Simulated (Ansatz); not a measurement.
Born–Oppenheimer molecular dynamics of BH5O2 (8 atoms, charge 0, multiplicity 1). It starts at the highest image of a converged band. Of that band: Beside the main top the profile has a ripple of under 15 meV (maxima at images 3, 5), which may be a very shallow well or noise. Neighbouring images differ by up to 2.0 eV, so the band resolves the path poorly. A vibrational analysis at the climbing image gives one clearly imaginary mode, 1339i cm⁻¹: a first-order saddle point.

Theory: RKS r2SCAN-D4/6-31G* in Ansatz 0.2.0.

```json
{
  "ensemble": "NVE (velocity Verlet)",
  "time step": "0.5 fs",
  "steps asked": "200",
  "starting velocities drawn for": "300 K",
  "seed": "4071"
}
```

First frame:

```xyz
8
Properties=species:S:1:pos:R:3
B -0.001 0.090 0.094
O -0.007 0.016 1.706
H -0.875 -0.330 1.979
H 1.110 -0.056 -0.317
O -1.025 -0.584 -0.555
H -1.914 -0.290 -0.315
H -0.239 1.464 0.146
H -0.220 1.105 1.113
```

Question: How far do the bonds stretch over the last three quarters of this one trajectory? (Pairs bonded in most of those frames.)

Answer: 
| bond | mean (Å) | spread (Å) | shortest | longest |
| --- | --- | --- | --- | --- |
| B1–H4 | 1.199 | 0.018 | 1.17 | 1.23 |
| B1–O5 | 1.380 | 0.046 | 1.31 | 1.46 |
| B1–H7 | 1.209 | 0.028 | 1.17 | 1.26 |
| O2–H3 | 0.974 | 0.027 | 0.92 | 1.02 |
| O2–H8 | 0.978 | 0.028 | 0.93 | 1.04 |
| O5–H6 | 0.972 | 0.011 | 0.95 | 0.99 |

Mean temperature of the second half: 1252 K. The conserved energy stayed within 0.21 meV per atom of its start (net change -0.011 meV per atom), so the integration is sound. The kinetic energy rose, since the run started high on the potential surface and went downhill. It ends in pieces (BH3O + H2O), so much of that is their flight and rotation, not heat. A run of 0.1 ps of so small a system gives no equilibrium averages. The orbitals stay closed-shell, which can raise the energy where a bond breaks towards radicals; this wasn't checked here.

Time of the run: 6.1 min on 1 thread of Arm Neoverse V2 (shared host), peak memory 0.1 GiB.
